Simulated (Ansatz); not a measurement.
Correlation energies of C₄H₄F₂ (`F[C@@H]1C=C[C@H]1F`) by basis set

| atom | x (Å) | y (Å) | z (Å) |
| --- | --- | --- | --- |
| F1 | 1.429 | 0.811 | -1.316 |
| C2 | 0.291 | 0.713 | -0.551 |
| C3 | 0.478 | 0.512 | 0.924 |
| C4 | -0.273 | -0.591 | 0.959 |
| C5 | -0.409 | -0.668 | -0.533 |
| F6 | -1.685 | -0.712 | -1.042 |
| H7 | -0.384 | 1.523 | -0.837 |
| H8 | 1.023 | 1.080 | 1.667 |
| H9 | -0.652 | -1.223 | 1.752 |
| H10 | 0.182 | -1.445 | -1.023 |

Charge 0, multiplicity 1. Geometry: relaxed with PBE0-D4/def2-TZVP. Frozen core, restricted reference, the Gaussian-basis code of Ansatz. CBS rows extrapolate triple and quadruple zeta; past MP2 they add the triple-zeta difference.

```
     basis     HF (Eh)  MP2 corr.  CCSD corr.       (T)  CCSD(T) total
  def2-SVP  -352.33185   -0.88685    -0.92544         ?              ?
def2-TZVPP  -352.75648   -1.12899    -1.15425  -0.04582     -353.95655
def2-QZVPP           ?   -1.21874           –         –              –
 CBS(def2)           ?   -1.28522           ?     as TZ              ?
```

(1) Fill in the withheld values. (An estimate is asked.)

## Answers

(1) Ansatz gave: def2-SVP (T): -0.02687; def2-SVP CCSD(T) total: -353.28416; def2-QZVPP HF (Eh): -352.77167; CBS(def2) HF (Eh): -352.77377; CBS(def2) CCSD corr.: -1.31047; CBS(def2) CCSD(T) total: -354.13006.
